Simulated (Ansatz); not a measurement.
# C2H2N: harmonic frequencies at the relaxed geometry from a Python script

At which frequencies does C2H2N vibrate? A script is to give harmonic frequencies at the relaxed geometry; the system is C2H2N.

Computed with the Python package of Ansatz 0.2.0. Level of theory: PBE0/def2-SVP.

## 1. The structure

Bond lengths: C1–C2 1.463 Å, C2–N3 1.157 Å, C1–H4 1.109 Å, C1–H5 1.109 Å. Angles: C1–C2–N3 180.0°, C2–C1–H4 109.5°, C2–C1–H5 109.5°, H4–C1–H5 109.5°.

No structure file is read: the coordinates are typed or built in the script.

## 2. The script

Contents of run_freq.py:

```python
"""Harmonic frequencies of C2H2N at its relaxed geometry."""

import ansatz as az
from ase import Atoms
from ase.thermochemistry import IdealGasThermo
import numpy as np

geometry_ang = [
    ("C", (-0.6272, 0.0016, 0.3122)),
    ("C", (0.8175, -0.0085, 0.0808)),
    ("N", (1.9601, -0.0165, -0.1022)),
    ("H", (-1.067, 0.9174, -0.1334)),
    ("H", (-1.0835, -0.894, -0.1574)),
]
molecule = az.Crystal.molecule()
for symbol, xyz in geometry_ang:
    molecule = molecule.atom(symbol, xyz)

base = molecule.calculation().basis(gaussian="def2-SVP").functional("PBE0").spin("collinear", total=1)
symbols = [site.symbol for site in molecule.cartesian_sites]
start = np.array([site.position_ang for site in molecule.cartesian_sites], dtype=float)
summary = base.relax(force_tolerance=0.003).run(threads=1).report
end = np.array(summary["positions_ang"])

print("final positions (A) and the move of each atom")
for symbol, xyz, old in zip(symbols, end, start):
    print(f"{symbol:2s} {xyz[0]:10.5f} {xyz[1]:10.5f} {xyz[2]:10.5f}   {np.linalg.norm(xyz - old):7.4f}")

# same settings at the minimum
minimum = az.Crystal.molecule()
for symbol, place in zip(symbols, end):
    minimum = minimum.atom(symbol, place.tolist())
vibrating = (
    minimum.calculation()
    .basis(gaussian="def2-SVP")  # atom-centred Gaussian functions
    .functional("PBE0")
    .spin("collinear", total=1)
    .phonons(temperatures=(200, 600, 100))
)
vib = vibrating.run(threads=1).report["vibrations"]
sums = vib["harmonic_sums"]
modes = [m["omega_inv_cm"] for m in sums["modes_at_gamma"] if m["rigid_motion"] == "no"]
for number, w in enumerate(modes, start=1):
    print(f"mode {number:2d} {w:9.1f} 1/cm {w / 8065.544 * 1000:8.2f} meV")
print("imaginary modes:", sum(w < 0 for w in modes), " zero-point energy:", round(sums["zero_point_energy_ev"], 4), "eV")
# rigid rotor and ideal gas, symmetry number taken as one
gas = IdealGasThermo(vib_energies=[w / 8065.544 for w in modes if w > 0], geometry="linear" if len(modes) == 3 * len(symbols) - 5 else "nonlinear",
                     atoms=Atoms(symbols, positions=end), symmetrynumber=1, spin=0.5)
print(f"H(298 K) - E = {gas.get_enthalpy(298.15, verbose=False):.4f} eV")
print(f"S(298 K, 1 bar) = {96485.33 * gas.get_entropy(298.15, 1e5, verbose=False):.1f} J/(mol K) with symmetry number 1")
```

## 3. The input behind the calls

The package turns the script's settings into the engine's input (first run):

```yaml
crystal:
  periodic: [false, false, false]
  atoms:
    - { symbol: C, position_ang: [-0.6272, 0.0016, 0.3122] }
    - { symbol: C, position_ang: [0.8175, -0.0085, 0.0808] }
    - { symbol: "N", position_ang: [1.9601, -0.0165, -0.1022] }
    - { symbol: H, position_ang: [-1.067, 0.9174, -0.1334] }
    - { symbol: H, position_ang: [-1.0835, -0.894, -0.1574] }
basis:
  gaussian:
    orbitals: def2-SVP
hamiltonian:
  xc: pbe0
magnetization:
  spin_polarized: true
  initial_magnetization: 1.0
relax:
  f_tol: 0.003
```

## 4. The run

Launch:

```bash
> python run_freq.py
```

Q: Predict the main results. Wanted: moves of the relaxation of run 1; energy gained in run 1; last largest force component of run 1; highest frequency; imaginary modes; zero-point energy.

The runs gave:

```
                             quantity        value
                        runs compared            2
     moves of the relaxation of run 1            5
               energy gained in run 1     0.499 eV
last largest force component of run 1  0.0006 eV/Å
                    highest frequency    3306 cm⁻¹
                      imaginary modes            0
                    zero-point energy     0.846 eV
```

Run 1: The relaxation took 5 moves; the largest shift is 0.319 Å, of atom 1 (C). All frequencies are real, so the geometry is a minimum. The values are harmonic; measured fundamentals also hold anharmonic shifts, mostly downward for stretches. What to keep in mind:
- The frequencies are harmonic and unscaled, in a modest basis.
- The run takes the species as open-shell (spin multiplicity 2), which needn't be its ground state.
- The entropy takes a symmetry number of 1; a symmetric molecule's is lower by R ln(sigma).
